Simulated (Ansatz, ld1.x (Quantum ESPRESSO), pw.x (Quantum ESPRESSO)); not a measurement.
## thallium: one change to the TM potential, in the atom and in the bcc crystal

- Element: thallium
- Generator: ld1.x (Quantum ESPRESSO) 7.5
- Type: norm-conserving Troullier–Martins (Kleinman–Bylander form)
- Functional: LDA (PW92)
- Relativity: scalar-relativistic
- Frozen core: [Xe] 4f14
- Valence charge: 13
- Reference configuration: 5d10 6s2 6p1
- Partial waves: 6p (bound): rc 2.85 bohr; 5d (bound): rc 1.55 bohr; 6s (bound): rc 1.80 bohr
- Local potential: the s channel
- Core correction: none

Change: all radii scaled by about 1.29 (s 2.34, p 3.68, d 2.00 bohr).

Cutoffs, loose and tight: the cutoffs (Ry, on a coarse ladder) from which the occupation-weighted sum of valence levels, in a spherical-Bessel basis at the reference potential, stays within 10 and 1 mRy of its value at 400 Ry. They do not see the model core or the augmentation charge, which bear on the density cutoff. Test errors are all-electron minus pseudo excitation energies from the reference, over the configurations 5d10 6s2 6p0; 5d10 6s1 6p0; 5d10 6s0 6p0; 5d9 6s0 6p0; 5d9 6s2 6p2; 5d10 6s1 6p1; 5d10 6s1 6p2 (two spin-polarised tests are not counted in the largest error); variants that change the core or the reference have their own tests.

Crystal test: bcc Tl in pw.x 7.5, no spin, 12³ k-points, Fermi–Dirac smearing 0.01 Ry, cutoffs set for each file from its atomic test. The reference is all-electron LAPW (Ansatz 0.2.0) with the same functional, mesh and smearing; V0 and B0 come from Birch–Murnaghan fits to the pressures at five volumes. Errors are pseudo minus all-electron; Δ is the rms difference of the E(V) curves that follow from these fits, minima aligned, over ±6 % about the mean V0. Mesh and smearing are coarse, so the numbers serve the comparison and aren't converged zero-temperature values; the lattice is a test structure that the element need not adopt.

All-electron: a0 = 3.795 Å (V0 = 27.32 Å³/atom), B0 = 42.4 GPa.

Question: Does the change bring the crystal closer to the all-electron result?

Answer: The mean pressure error goes from +0.38 to +0.29 GPa, so the change moves the solid closer to the all-electron pressures. The B0 error goes the other way, from -0.1 to +1.0 %.

```tsv
quantity	base	changed
outcome (atom)	generated	generated
cutoff, loose (atom)	50 Ry	50 Ry
cutoff, tight (atom)	90 Ry	80 Ry
bound ghosts (atom)	none	none
largest test error (meV) (atom)	-103	-148
cutoffs in pw.x (Ry)	110/440	100/400
a0 (Å)	3.806	3.803
a0 error (%)	+0.30	+0.23
B0 error (%)	-0.1	+1.0
Δ (meV/atom)	2.3	1.8
mean pressure error (GPa)	+0.38	+0.29
```

Changed file: The largest radius (3.68 bohr) exceeds half the bond length (3.11 bohr), so the spheres overlap, which is one possible source of error among others.
